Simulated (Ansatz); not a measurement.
# CH5NSi (SMILES NC=[SiH2]): one structure at several levels

An exercise on one series of results from a longer session: the logs are not shown, and one member is left open.

Program: Ansatz 0.2.0, Gaussian basis. Level of theory: single points in def2-TZVPP. These are calculated values, not measurements.

Correlated methods freeze the cores.

## Starting geometry

SMILES `NC=[SiH2]`, 8 atoms, charge 0, spin multiplicity 1.

Atoms are counted from 1 here; the program's logs count them from 0.

Bond lengths: N1–C2 1.399 Å, N1–H4 0.881 Å, N1–H5 1.036 Å, C2–Si3 1.766 Å, C2–H6 1.074 Å, Si3–H7 1.373 Å, Si3–H8 1.464 Å. Angles: C2–N1–H4 117.1°, C2–N1–H5 116.1°, H4–N1–H5 109.7°, N1–C2–Si3 123.4°, N1–C2–H6 106.3°, Si3–C2–H6 129.8°, C2–Si3–H7 123.2°, C2–Si3–H8 115.3°, H7–Si3–H8 121.5°.

Geometry (Å):

```
N    -0.4256    0.6747   -1.1723
C    -0.0125    0.5975    0.1626
Si    0.6174   -0.8776    0.9005
H    -0.4973   -0.0836   -1.6152
H    -1.2536    1.2686   -1.3591
H    -0.0339    1.6015    0.5434
H     0.5898   -2.1008    0.2770
H     1.1595   -0.7190    2.2510
```

The first run:

run/in.yaml reads:

```yaml
crystal:
  periodic: [false, false, false]
  atoms:
    - {symbol: N, position_ang: [-0.425600, 0.674700, -1.172300]}
    - {symbol: C, position_ang: [-0.012500, 0.597500, 0.162600]}
    - {symbol: Si, position_ang: [0.617400, -0.877600, 0.900500]}
    - {symbol: H, position_ang: [-0.497300, -0.083600, -1.615200]}
    - {symbol: H, position_ang: [-1.253600, 1.268600, -1.359100]}
    - {symbol: H, position_ang: [-0.033900, 1.601500, 0.543400]}
    - {symbol: H, position_ang: [0.589800, -2.100800, 0.277000]}
    - {symbol: H, position_ang: [1.159500, -0.719000, 2.251000]}
basis:
  gaussian: {orbitals: def2-TZVPP}
correlation: {method: ccsd_t}
output: {forces: true}
```

The command line of these runs was not kept.

Steps of the session up to this table: CCSD(T)/def2-TZVPP; PBE0-D4/def2-TZVPP; wB97M-V/def2-TZVPP; r2SCAN-D4/def2-TZVPP; PBE-D4/def2-TZVPP; BHLYP-D4/def2-TZVPP; B97M-V/def2-TZVPP.

One table of the session follows, with a row left open; its other results are not shown here.

```
   method  RMS force component (eV/Å)  angle to CCSD(T) forces (°)  dipole (D)
  CCSD(T)                       2.685                    reference        1.43
  PBE0-D4                       2.744                          4.3        1.61
  wB97M-V                       2.705                          3.8        1.47
r2SCAN-D4                       2.714                          3.3        1.76
   PBE-D4                       2.774                          4.2        1.77
 BHLYP-D4                       2.658                          5.4        1.43
   B97M-V                           ?                            ?           ?
```

Estimate the missing values for B97M-V.

The run gave: RMS force component (eV/Å): 2.671; angle to CCSD(T) forces (°): 3.9; dipole (D): 1.77. In the column «RMS force component (eV/Å)» it lies between BHLYP-D4 (2.658) and CCSD(T) (2.685).
